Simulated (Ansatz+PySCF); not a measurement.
The numbers below are computed, except where a source is named.
Several solutions for singlet CO

```xyz
2

C     0.0000    0.0000   -1.2248
O     0.0000    0.0000    0.9186
```

Basis set: STO-3G (spherical functions). Charge 0, multiplicity 1.

PBE0 (unrestricted) was run from several starts with Ansatz (development build ahead of 0.2.0) and PySCF 2.14.0.

```tsv
run	program	start	converged	energy (hartree)	<S²>
A	Ansatz	search for the lowest state	yes	-111.32719	1.75
B	Ansatz	stability test followed	yes	-111.32719	1.75
C	PySCF	program defaults	yes	-111.23039	0.00
D	Ansatz	atomic start, no search	yes	-111.23039	0.00
```

(1) Which runs reached the lowest solution of this kind, and what is wrong with the others?

## Answers

(1) A, B reached the lowest solution found. Converged but too high: C by 2.63 eV, D by 2.63 eV. Convergence only shows a stationary point, and even a stable one can lie too high; stability tests and further starts are what find lower ones. Caution: the unrestricted determinant is a mixture of spin states.
